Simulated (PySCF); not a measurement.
Exact simulation of a proton spin system

Molecule: `C=C(F)C(F)F`, C3H3F3.

Geometry:
```json
{"atom": "C1", "x (Å)": "-1.085", "y (Å)": "-0.288", "z (Å)": "-0.840"}
{"atom": "C2", "x (Å)": "-0.202", "y (Å)": "0.477", "z (Å)": "-0.215"}
{"atom": "F3", "x (Å)": "-0.204", "y (Å)": "1.805", "z (Å)": "-0.321"}
{"atom": "C4", "x (Å)": "0.894", "y (Å)": "-0.025", "z (Å)": "0.691"}
{"atom": "F5", "x (Å)": "1.644", "y (Å)": "-0.951", "z (Å)": "0.060"}
{"atom": "F6", "x (Å)": "0.369", "y (Å)": "-0.613", "z (Å)": "1.786"}
{"atom": "H7", "x (Å)": "-1.036", "y (Å)": "-1.371", "z (Å)": "-0.720"}
{"atom": "H8", "x (Å)": "-1.860", "y (Å)": "0.148", "z (Å)": "-1.472"}
{"atom": "H9", "x (Å)": "1.540", "y (Å)": "0.812", "z (Å)": "1.008"}
```

All values are calculated (PySCF 2.14): B3LYP/pcJ-1 coupling constants, coordinates at the PBE0-D3(BJ)/def2-SVP level, σ from GIAO-PBE/pcSseg-2. Rapidly exchanging positions averaged, non-relativistic, a single conformation, no solvent.

Shifts are taken against calculated references (same method and geometry level): 1H against TMS.

Shifts (ppm): F3 -111.8, F5/F6 -136.5, H7 5.18, H8 4.96, H9 6.10.
Couplings (Hz): F3–F5, F3–F6: -6.6; F3–H7: 42.9; F3–H8: 12.4; F3–H9: 8.7; F5–F6: 274.9; F5–H7, F6–H7: -2.6; F5–H8, F6–H8: -2.9; F5–H9, F6–H9: 60.6; H7–H8: -3.3; H7–H9: 0.4; H8–H9: 2.3.

The 6-spin Hamiltonian (Zeeman plus full scalar coupling among like nuclei) was diagonalised exactly; lines are Lorentzian, 0.7 Hz wide, and the maxima above 3 % are listed with the tallest set to 100.

Problem. Give the 1H peak list of this spin system at 90 MHz.

Solution. 
Hz from δ = 0 (height): 615.1 (27), 612.9 (28), 606.6 (24), 606.1 (24), 604.5 (24), 604.0 (24), 554.5 (54), 552.2 (57), 546.0 (47), 545.5 (47), 543.9 (49), 543.4 (48), 493.8 (29), 491.8 (66), 489.2 (65), 486.2 (76), 485.0 (34), 483.4 (55), 458.2 (21), 455.3 (55), 453.0 (58), 452.5 (59), 449.8 (56), 446.7 (75), 446.1 (54), 445.2 (52), 443.9 (98), 443.4 (100), 442.4 (85), 441.2 (57), 440.2 (78), 439.6 (56), 437.3 (38), 434.1 (11)

Problem. And at 800 MHz?

Solution. 
| Hz | ppm | height |
| --- | --- | --- |
| 4946.1 | 6.183 | 41 |
| 4943.9 | 6.180 | 41 |
| 4937.4 | 6.172 | 41 |
| 4935.2 | 6.169 | 41 |
| 4885.4 | 6.107 | 81 |
| 4883.2 | 6.104 | 82 |
| 4876.8 | 6.096 | 82 |
| 4874.6 | 6.093 | 82 |
| 4824.9 | 6.031 | 41 |
| 4822.7 | 6.028 | 41 |
| 4816.2 | 6.020 | 41 |
| 4813.9 | 6.017 | 41 |
| 4169.7 | 5.212 | 42 |
| 4166.9 | 5.209 | 98 |
| 4164.0 | 5.205 | 100 |
| 4161.3 | 5.202 | 43 |
| 4126.8 | 5.158 | 42 |
| 4124.1 | 5.155 | 98 |
| 4121.1 | 5.151 | 100 |
| 4118.4 | 5.148 | 44 |
| 3979.9 | 4.975 | 29 |
| 3977.0 | 4.971 | 75 |
| 3974.6 | 4.968 | 83 |
| 3974.2 | 4.968 | 87 |
| 3973.8 | 4.967 | 83 |
| 3971.4 | 4.964 | 74 |
| 3968.5 | 4.961 | 32 |
| 3967.5 | 4.959 | 33 |
| 3964.6 | 4.956 | 76 |
| 3962.2 | 4.953 | 84 |
| 3961.8 | 4.952 | 87 |
| 3959.0 | 4.949 | 73 |
| 3956.1 | 4.945 | 28 |

Problem. Among coupled protons with different shifts, which pair is furthest from first order, and how does the field change that?

Solution. H7 and H8: Δν/J is about 6.0 at 90 MHz (intermediate, with clear roofing) and 53.3 at 800 MHz (close to first order). J in Hz doesn't depend on the field, while Δν in Hz grows in proportion to it.

Only one conformer was computed, so three-bond couplings in flexible chains and rings are approximate.
